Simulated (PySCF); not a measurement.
Compound: CH5BO.
SMILES: `BOC`

Vertical excitations from PySCF (density fitting, frozen core in the response, grid level 2 and gas phase unless stated; continuum runs use non-equilibrium linear response for the excitations) on a GFN2-xTB geometry. Reference run:

| settings | S1, eV (f) | S2, eV (f) | S3, eV (f) | S4, eV (f) | S5, eV (f) | S6, eV (f) | T1, eV (Tamm–Dancoff) | mean α (au) |
| --- | --- | --- | --- | --- | --- | --- | --- | --- |
| wB97X-D/def2-SVPD, full TDDFT, 8 singlets | 6.49 (0.000) | 8.43 (0.060) | 8.55 (0.110) | 8.55 (0.051) | 9.16 (0.005) | 9.35 (0.032) | 5.98 | 32.7 |

**Question.** What do these settings give: HSE06/def2-SVPD, full TDDFT, 6 singlets?

**Answer.** 
```tsv
settings	S1, eV (f)	S2, eV (f)	S3, eV (f)	S4, eV (f)	S5, eV (f)	S6, eV (f)	T1, eV (Tamm–Dancoff)	mean α (au)
HSE06/def2-SVPD, full TDDFT, 6 singlets	6.34 (0.000)	8.08 (0.051)	8.18 (0.143)	8.19 (0.002)	8.86 (0.006)	8.94 (0.012)	5.70	33.0
```

S1 moves by -0.15 eV (HSE06 has 25 % exact exchange at short range alone, wB97X-D range-separated exact exchange). States are counted by energy in each run and needn't keep their character from row to row.

**Question.** Which orbital pairs make up S1 in each run, and how does it sit against the orbital gap?

**Answer.** 
| settings | S1 configurations (weight) | S1 (eV) | orbital gap (eV) | S1 − gap (eV) |
| --- | --- | --- | --- | --- |
| wB97X-D/def2-SVPD, full TDDFT, 8 singlets | H→L 0.97 | 6.49 | 12.12 | -5.63 |
| HSE06/def2-SVPD, full TDDFT, 6 singlets | H→L 0.99 | 6.34 | 7.47 | -1.13 |

One conformer stands for the species.
